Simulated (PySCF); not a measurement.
Work out the structure from these simulated measurements.

Elements present: C, H and S. Monoisotopic mass: 57.9877 u.

| Item | Value |
| --- | --- |
| NMR, other nuclei | isotropic shieldings of nuclei other than C and H, by class: 121 (1 S) ppm [GIAO CAM-B3LYP/pcSseg-2] |
| 13C NMR | chemical shifts (computed TMS as zero) by class: 282.0 (1 C), 52.6 (1 C) ppm [GIAO CAM-B3LYP/pcSseg-2] |
| Dipole | 1.15 D [CAM-B3LYP/pcSseg-2] |
| 1H NMR | chemical shifts (computed TMS as zero) by class: 4.40 (2 H) ppm [GIAO CAM-B3LYP/pcSseg-2] |
| Rotational structure | rotational constants A, B, C: 282.500, 5.647, 5.536 GHz [PBE0-D3(BJ)/def2-SVP] |

The electronic properties come from PySCF, for the isolated species, density fitting. Levels stand in brackets. Geometry: PBE0-D3(BJ)/def2-SVP; no solvent, vibrations or thermal averaging. Each NMR value is the plain mean over a class of atoms that symmetry, rotation or inversion makes alike.

Question: Which formula fits the mass and the elements?

Answer: C2H2S (calculated 57.9877). No other formula that holds each of these elements comes within 0.0003 u with a fitting electron parity and a possible valence count.

Question: Give a SMILES that accounts for the data.

Answer: Numbering: `[CH2:1]=[C:2]=[S:3]`. Its formula, C2H2S, gives 2 degrees of unsaturation: 0 rings and 2 π bonds in the structure found. 2 carbons fall into 2 classes; from least to most shielded: central carbon of cumulated double bonds [C2] (282.0 ppm), outer carbon of cumulated double bonds [C1] (52.6 ppm). All hydrogens form one class (4.40 ppm): hydrogen on carbon. The other shieldings belong to: 121 ppm, sulfur bonded to C [S3]. The optimised geometry has point group C2v and is an asymmetric top. Structure: thioketene (`C=C=S`). The assignments are read from this structure; whether some other isomer fits the data as well wasn't checked.
